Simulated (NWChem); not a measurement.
## A calculation on CHO (+1)

```xyz
3

C      0.0000     0.0000    -0.5219
O      0.0000     0.0000     0.5966
H      0.0000     0.0000    -1.6409
```
Charge +1, spin multiplicity 1.

Program: NWChem. Structure: optimised with PBE/def2-SVP, a minimum by its harmonic frequencies.

Symmetry labels belong to the abelian group C2v used in the runs, with the axes of the coordinates shown; states degenerate in a higher group split over its labels.

The structure started from a generated list of species.

List the lowest 5 singlet excitations that TDA-PBE0/def2-SVPD gives, with oscillator strengths.


| state | symmetry | energy (eV) | wavelength (nm) | f |
|---|---|---|---|---|
| 1 | a2 | 9.27 | 134 | 0.000 |
| 2 | a2 | 9.72 | 128 | 0.000 |
| 3 | a1 | 9.72 | 128 | 0.000 |
| 4 | b2 | 11.47 | 108 | 0.002 |
| 5 | b1 | 11.47 | 108 | 0.002 |
